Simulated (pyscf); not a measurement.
**Four-centre exchange: F–GeH₂• + H₂O → HO–GeH₂• + HF**

Gas phase, doublet surface, charge 0. Bonds broken: Ge1–F2, O5–H6. Bonds formed: Ge1–O5, F2–H6. Single points on ωB97X-D3(BJ)/def2-SVP structures (PySCF, gas phase). MP2 and CC: frozen core, UHF for open shells. ΔMP2 is the change of the MP2 total energy from the triple- to the quadruple-zeta basis.

Transition state (Å):

```xyz
7

Ge    -1.2532    -0.6844     0.1387
F     -0.8008     1.0742     1.2405
H     -0.7126    -1.9310    -0.6760
H     -2.5949    -0.2235    -0.4678
O     -0.0554     0.5846    -0.8034
H     -0.1952     1.1403     0.1756
H      0.8480     0.2663    -0.9294
```

One imaginary mode, 568i cm⁻¹; descent along it reached the two sides named, in the forms told below.

```
bond    change  reactant side (Å)  saddle  product side
------  ------  -----------------  ------  ------------
Ge1–F2  breaks              1.772   2.124           3.1
O5–H6   breaks              0.969   1.134         1.675
Ge1–O5   forms                2.9   1.983         1.818
F2–H6    forms              1.971   1.227         0.944
```

Electronic energies relative to the separated reactants (kcal/mol):

| level | barrier | reaction energy | reverse barrier |
|---|---|---|---|
| ωB97X-D3(BJ)/def2-TZVP | 13.7 | +7.1 | 6.6 |
| PBE/def2-TZVP | 9.0 | +7.1 | 1.9 |
| r²SCAN/def2-TZVP | 10.7 | +7.3 | 3.4 |
| B3LYP-D3(BJ)/def2-TZVP | 13.0 | +7.4 | 5.5 |
| PBE0-D3(BJ)/def2-TZVP | 11.7 | +6.7 | 5.0 |
| M06-2X/def2-TZVP | 13.4 | +7.3 | 6.1 |
| ωB97M-D3(BJ)/def2-TZVP | 13.9 | +7.5 | 6.3 |
| HF/def2-TZVP | 30.3 | +9.1 | 21.2 |
| MP2/def2-QZVPP | 15.7 | +5.8 | 9.8 |
| CCSD/def2-TZVPP | 18.3 | +6.4 | 12.0 |
| CCSD(T)/def2-TZVPP | 15.9 | +6.0 | 9.9 |
| CCSD(T)/def2-TZVPP + ΔMP2(QZVPP) | 16.4 | +6.1 | 10.3 |

With CCSD(T)/def2-TZVPP + ΔMP2(QZVPP) energies and thermal terms (ideal gas, 1 atm, RRHO with modes under 100 cm⁻¹ raised to 100, one conformer, R ln 2 for chiral ones without a mode under 150 cm⁻¹), in kcal/mol:

```json
[
 {"T (K)": "298", "ΔH‡": "15.4", "ΔG‡": "26.0", "ΔH": "+5.8", "ΔG": "+5.9"},
 {"T (K)": "600", "ΔH‡": "15.3", "ΔG‡": "36.8", "ΔH": "+6.2", "ΔG": "+5.9"},
 {"T (K)": "900", "ΔH‡": "15.9", "ΔG‡": "47.4", "ΔH": "+6.7", "ΔG": "+5.7"},
 {"T (K)": "1200", "ΔH‡": "16.6", "ΔG‡": "57.8", "ΔH": "+7.1", "ΔG": "+5.2"}
]
```

On the reactant side the descent ends in a complex, 5.1 kcal/mol under the separated species and 18.8 kcal/mol under the saddle at ωB97X-D3(BJ)/def2-TZVP. On the product side the descent ends in a bound adduct, 9.1 kcal/mol under the separated species and 15.7 kcal/mol under the saddle at ωB97X-D3(BJ)/def2-TZVP. This is the saddle that the search found; another between the same sides may lie lower. The CCSD(T) − MP2 part came from Ansatz, without density fitting, on the same reference. The frozen core leaves the outer d or s,p core shells of the metals and heavy elements correlated in the MP2 and CC values, and def2-TZVPP describes them poorly, which can shift differences by a few kcal/mol. Elements up to Kr have no core potential and no relativistic terms here.
